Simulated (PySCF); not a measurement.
Gas-phase reaction: B(CH₃)₃ → B + 3 CH₃

Energies from PySCF, thermal terms from the rigid-rotor harmonic-oscillator model, ideal gas at 1 bar. † marks an energy on the PBE0/def2-TZVP geometry and frequencies; other levels use their own. MP2 and CCSD(T) freeze the core. Open shells (unrestricted): B (multiplicity 2), CH₃ (multiplicity 2); the rest are closed-shell singlets. Spin-orbit splitting is ignored; it lowers the true energy and changes the entropy of B. B3LYP is the form with VWN-RPA correlation. MP2 isn't extrapolated to the basis-set limit. CCSD(T) isn't extrapolated to the basis-set limit.

| level | ΔH°(298 K), kJ |
|---|---|
| B3LYP/def2-TZVP† | ___ |
| CCSD(T)/def2-SVP† | ___ |
| M06-2X/def2-TZVP† | 1146 |
| MP2/def2-SVP† | ___ |
| MP2/def2-TZVPP† | 1151 |
| PBE/def2-SVP | 1187 |
| PBE/def2-TZVP† | 1150 |
| PBE0/def2-QZVP† | ___ |
| PBE0/def2-SVP† | 1170 |
| PBE0/def2-TZVP | 1136 |
| ωB97X-V/def2-TZVP† | 1147 |

Q: Some entries are withheld; supply them.

A: 
- B3LYP/def2-TZVP†, ΔH°(298 K), kJ: 1088
- CCSD(T)/def2-SVP†, ΔH°(298 K), kJ: 1093
- MP2/def2-SVP†, ΔH°(298 K), kJ: 1147
- PBE0/def2-QZVP†, ΔH°(298 K), kJ: 1135
